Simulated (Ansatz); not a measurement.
# BClH2S, SMILES SBCl: an active-space calculation

With Ansatz 0.2.0, Python API.

Run as a notebook:

In [1]:
```python
import ansatz as az
```

In [2]:
```python
geometry = (
    az.Crystal.molecule()
    .atom("S", (-1.3151, 0.4576, 0.1343))
    .atom("B", (0.423, -0.0374, 0.3359))
    .atom("Cl", (0.824, -1.8249, 0.3257))
    .atom("H", (-1.1597, 0.5611, -1.2816))
    .atom("H", (1.2777, 0.7698, 0.4443))
)

job = geometry.calculation().basis(gaussian="cc-pVDZ").correlation(active_electrons=4, active_orbitals=5)
for method in [None, "sc_nevpt2"]:
    summary = (job if method is None else job.correlation(method)).run().report
    space = summary["configurations"]
    state = space["states"][0]
    print(method or "casscf", f"total {summary['free_energy_ev'] / 27.211386246:.6f} Ha, active-space state {state['energy']['hartree']:.6f} Ha, mean field {summary['reference_energy_ev'] / 27.211386246:.6f} Ha")
    print("  determinants", state["n_determinants"], " natural occupations", [round(n, 3) for n in space["natural_occupations"]])
```
```text
casscf total -882.964877 Ha, active-space state -882.964877 Ha, mean field -882.925126 Ha
  determinants 100  natural occupations [1.975, 1.972, 0.024, 0.017, 0.012]
RunWarning: the results are in doubt because another end's mean lies 0.171 eV lower, and its corrected mean 0.071 eV higher
sc_nevpt2 total -883.275262 Ha, active-space state -882.958458 Ha, mean field -882.925126 Ha
  determinants 100  natural occupations [1.982, 1.967, 0.028, 0.018, 0.005]
```

What to keep in mind:
- Total energies depend on the basis set; only differences at equal settings carry meaning.
- Warnings are shown shortened and without file and line.
- The geometry is a force-field or estimated start, not a minimum of this method, and the basis set is short of its limit. The active space starts as a window about the frontier orbitals and is then optimised, not chosen by chemistry.
- A lower CASSCF solution was found and passed over, so the printed active-space state isn't the lowest.
- It ran for 7.2 s on 1 thread of Arm Neoverse V2 (shared host), peak memory 0.18 GiB.

(Lines on the test bed's own set-up are left out of the output.)
